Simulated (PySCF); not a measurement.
# C2HF2O: the cost of one run

The runs use PySCF 2.14.0; levels as typed in each script, gas phase, geometry from GFN2-xTB.

**1. Starting geometry**

6 atoms, charge 1, spin multiplicity 1.

Bond lengths: O1–C2 1.101 Å, C2–C3 1.487 Å, C3–F4 1.328 Å, C3–F5 1.328 Å, C3–H6 1.126 Å. Angles: O1–C2–C3 178.0°, C2–C3–F4 109.2°, C2–C3–F5 109.2°, C2–C3–H6 108.5°, F4–C3–F5 110.8°, F4–C3–H6 109.5°, F5–C3–H6 109.5°.

Geometry (Å):

```
O    -2.0570    0.0000    0.1019
C    -0.9686    0.0001   -0.0673
C     0.4922    0.0001   -0.3471
F     1.0375    1.0928    0.1742
F     1.0372   -1.0930    0.1741
H     0.6427    0.0002   -1.4634
```

**2. Density, bond paths and surface potential (CAM-B3LYP/cc-pvtz)**

The input, input.py:

```python
import numpy as np
from pyscf import gto, scf, dft
from pyscf.scf import atom_ks, atom_hf
from scipy.linalg import block_diag

def solve(mol, dm0=None, hcore=None):
    mf = (dft.UKS if mol.spin else dft.RKS)(mol, xc='camb3lyp')
    mf.grids.level = 3
    mf = mf.density_fit(auxbasis='def2-universal-jkfit')
    mf.conv_tol, mf.max_cycle = 1e-8, 80
    if hcore is not None:
        mf.get_hcore = lambda *args: hcore
    mf.kernel(dm0)
    if not mf.converged:
        mf = mf.newton().run(mf.mo_coeff, mf.mo_occ, max_cycle=30)
    assert mf.converged, 'SCF not converged'
    return mf

mol = gto.M(atom='''
O     -2.05699     0.00004     0.10190
C     -0.96858     0.00012    -0.06725
C      0.49216     0.00009    -0.34714
F      1.03746     1.09281     0.17419
F      1.03718    -1.09301     0.17410
H      0.64267     0.00022    -1.46338
''', basis='cc-pvtz', charge=1, spin=0, verbose=4)
mf = solve(mol)
mf.analyze()
# spherically averaged free atoms, for the promolecule
atm = atom_ks.get_atm_nrks(mol, xc='camb3lyp')
pro = block_diag(*[(atm[a[0]][2] * atm[a[0]][3]) @ atm[a[0]][2].T for a in mol._atom])
np.savez('result.npz', e=mf.e_tot, c=mf.mo_coeff, occ=mf.mo_occ, eps=mf.mo_energy, pro=pro, dip=mf.dip_moment(verbose=0), s2=mf.spin_square()[0])
```

Launch:

```bash
$ OMP_NUM_THREADS=1 python input.py
```

What time and memory should one allow on 1 thread of Arm Neoverse V1, shared host?

About 18 s, with a peak of 0.6 GiB.
